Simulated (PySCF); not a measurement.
# Working out the ionisation energy of S

S [Ne] 3s2 3p4 (3P) → S⁺ [Ne] 3s2 3p3 (4S). All numbers are calculated (PySCF 2.14, the spin-free X2C one-electron Hamiltonian (Gaussian nucleus), in aug-cc-pCVQZ-DK). Frozen: nothing. Energies in hartree (1 hartree = 27.21139 eV):

```json
{"part": "UHF", "S (lower)": "-398.594293", "S⁺ (upper)": "-398.255418"}
{"part": "MP2 opposite-spin", "S (lower)": "-0.386914", "S⁺ (upper)": "-0.357939"}
{"part": "MP2 same-spin", "S (lower)": "-0.130726", "S⁺ (upper)": "-0.127322"}
```

Task: What does Hartree-Fock give?

Result: (-398.255418) − (-398.594293) = 0.338875 hartree = 9.221 eV.

Task: What do MP2 and SCS-MP2 (6/5 opposite-spin, 1/3 same-spin) give?

Result: The opposite-spin parts differ by 0.788 eV and the same-spin parts by 0.093 eV. MP2: 9.221 + (0.788) + (0.093) = 10.102 eV. SCS-MP2: 9.221 + 1.2 × (0.788) + (0.093)/3 = 10.198 eV.

Measured between the centres of the two terms (NIST): 10.336 eV, so MP2 (all electrons) is off by -0.234 eV.

What remains against the reference includes basis incompleteness and correlation beyond second order.
